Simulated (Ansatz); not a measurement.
# N₂ (singlet): from Hartree-Fock to the top rungs, cc-pVQZ

One table from this session's results is given with a row withheld; the runs are named, their logs left out.

The runs use Ansatz 0.2.0, Gaussian basis; cc-pVQZ, core rule «outside noble gas», up to 2 orbitals frozen.

Plan: UHF; CCSD(T) on RHF; BCCD(T) on RHF; CISD; CCSDT(Q) on RHF; CASSCF and MRCISD+Q, 10 electrons in 8 orbitals; CASSCF and NEVPT4(SD), 10 electrons in 8 orbitals; CASSCF and NEVPT2, 10 electrons in 8 orbitals.

9 further runs of the same task are left out: 9 set aside as unsound or not needed.

## What is computed

The geometry is an MP2(full)/6-31G* stationary point (not a proven minimum).

2 atoms, charge 0, spin multiplicity 1.

Atoms are counted from 1 here; the program's logs count them from 0.

Bond lengths: N1–N2 1.130 Å.

Set-up of the first run:

in.yaml

```yaml
crystal:
  periodic: [false, false, false]
  atoms:
    - {symbol: N, position_ang: [0.000000, 0.000000, 0.000000]}
    - {symbol: N, position_ang: [0.000000, 0.000000, 1.129980]}
basis:
  gaussian: {orbitals: cc-pVQZ}
magnetization: {spin_polarized: true, initial_magnetization: 0}
hamiltonian: {xc: hf}
output: {orbitals: {seedname: orbitals}}
```

The run is started by

```console
$ ansatz run in.yaml --threads 1 --pin off --events-out ev --progress --plain --max-ram 3956MiB --backend cpu
```

Among the steps run: UHF; CCSD(T) on RHF; BCCD(T) on RHF; CISD; CCSDT(Q) on RHF; CASSCF and MRCISD+Q, 10 electrons in 8 orbitals; CASSCF and NEVPT4(SD), 10 electrons in 8 orbitals; CASSCF and NEVPT2, 10 electrons in 8 orbitals.

One of the session's tables, all rows but one given; the rest of the session is left out.

| method | from RCCSDT(Q) (meV) |
| --- | --- |
| RHF | +11487.8 |
| RMP2 | +396.4 |
| CISD | +1417.0 |
| RCCSD | +630.6 |
| RCCSD(T) | +46.5 |
| BCCD(T) | +43.9 |
| RCCSDT | +61.0 |
| RCCSDT(Q) | 0 |
| CASSCF valence | +7242.4 |
| NEVPT2 valence | +1115.4 |
| NEVPT4(SD) valence | +106.6 |
| MRCISD valence | ? |
| MRCISD+Q valence | +61.8 |

Estimate the missing values for MRCISD valence.

**Answer.** from RCCSDT(Q) (meV): +455.4. In the column «from RCCSDT(Q) (meV)» it lies between RMP2 (+396.4) and RCCSD (+630.6).

With the free atoms at the same levels and basis (separate runs), the atomisation energy is 9.620 eV at RCCSDT(Q), 9.594 eV at RCCSD(T), 4.744 eV at RHF.
